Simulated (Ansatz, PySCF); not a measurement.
Bond stretch in SMILES O=CO. The C2–H5 bond (C2 also carries O, O; H5 carries nothing else) is pulled apart rigidly from the PBE0/def2-TZVP optimised geometry.

- RKS-PBE = restricted PBE/cc-pVDZ (Ansatz, a program for electronic structure)
- UKS-PBE = Ansatz with unrestricted PBE/cc-pVDZ
- RKS-TPSSh = restricted TPSSh/cc-pVDZ (PySCF)
- UCCSD(T) = CCSD(T) on UHF/cc-pVDZ, 3 core orbitals frozen run with PySCF 2.14.0

Energies relative to the lowest point of each curve near equilibrium, in kcal/mol; the last columns give the difference from UCCSD(T):

| R / Å | RKS-PBE | UKS-PBE | RKS-TPSSh | UCCSD(T) | RKS-PBE − UCCSD(T) | UKS-PBE − UCCSD(T) | RKS-TPSSh − UCCSD(T) |
|---|---|---|---|---|---|---|---|
| 0.87 | 36.4 | 36.4 | 34.5 | 36.2 | 0.3 | 0.3 | -1.6 |
| 0.93 | 18.3 | 18.3 | 16.9 | 17.9 | 0.4 | 0.4 | -1.0 |
| 0.99 | 7.5 | 7.5 | 6.5 | 7.0 | 0.4 | 0.4 | -0.5 |
| 1.04 | 2.5 | 2.5 | 2.0 | 2.2 | 0.3 | 0.3 | -0.2 |
| 1.06 | 1.3 | 1.3 | 0.9 | 1.1 | 0.2 | 0.2 | -0.1 |
| 1.10 | 0.0 | 0.0 | 0.0 | 0.0 | 0.0 | 0.0 | 0.0 |
| 1.14 | 0.0 | 0.0 | 0.3 | 0.2 | -0.2 | -0.2 | 0.1 |
| 1.15 | 0.2 | 0.2 | 0.5 | 0.4 | -0.3 | -0.3 | 0.1 |
| 1.20 | 1.7 | 1.7 | 2.5 | 2.4 | -0.7 | -0.7 | 0.1 |
| 1.26 | 5.0 | 5.0 | 6.3 | 6.2 | -1.2 | -1.2 | 0.1 |
| 1.35 | 11.6 | 11.6 | 13.6 | 13.7 | -2.0 | -2.0 | 0.0 |
| 1.49 | 24.1 | 24.1 | 27.1 | 27.3 | -3.3 | -3.3 | -0.2 |
| 1.65 | 38.9 | 38.9 | 43.1 | 43.2 | -4.3 | -4.3 | -0.1 |
| 1.81 | 52.8 | 52.8 | 58.1 | 58.2 | -5.4 | -5.4 | -0.1 |
| 1.99 | 66.8 | 66.8 | 73.3 | 72.7 | -5.8 | -5.8 | 0.6 |
| 2.20 | 80.8 | 80.8 | 88.4 | 86.1 | -5.3 | -5.3 | 2.3 |
| 2.41 | 92.2 | 90.1 | 101.0 | 94.3 | -2.1 | -4.3 | 6.7 |
| 2.71 | 105.0 | 96.3 | 115.2 | 99.1 | 5.9 | -2.8 | 16.1 |
| 2.98 | 113.5 | 98.6 | 124.8 | 100.5 | 13.1 | -1.9 | 24.3 |
| 3.34 | 121.6 | 99.8 | 133.9 | 101.1 | 20.5 | -1.2 | 32.9 |
| 3.81 | 128.1 | 100.4 | 141.4 | 101.3 | 26.8 | -1.0 | 40.1 |

RKS-PBE is furthest from UCCSD(T) at 3.81 (26.8 kcal/mol, above); its mean absolute difference over the points is 4.7 kcal/mol.

UKS-PBE is furthest from UCCSD(T) at 1.99 (-5.8 kcal/mol, below); its mean absolute difference over the points is 2.0 kcal/mol.

RKS-TPSSh is furthest from UCCSD(T) at 3.81 (40.1 kcal/mol, above); its mean absolute difference over the points is 6.1 kcal/mol.

The restricted form behind RKS-PBE, RKS-TPSSh keeps the bonding electrons paired and can't separate into open-shell fragments. The unrestricted determinant behind UKS-PBE is spin-contaminated at 2.41 to 3.81 Å (<S²> up to 1.0, against 0.00 for a pure singlet). At the longest distance RKS-TPSSh leaves fractional charges on the fragments, a sign of delocalisation error or of the restricted form. The unrestricted determinant behind UCCSD(T) is spin-contaminated at 1.65 to 3.81 Å (<S²> up to 1.0, against 0.00 for a pure singlet).
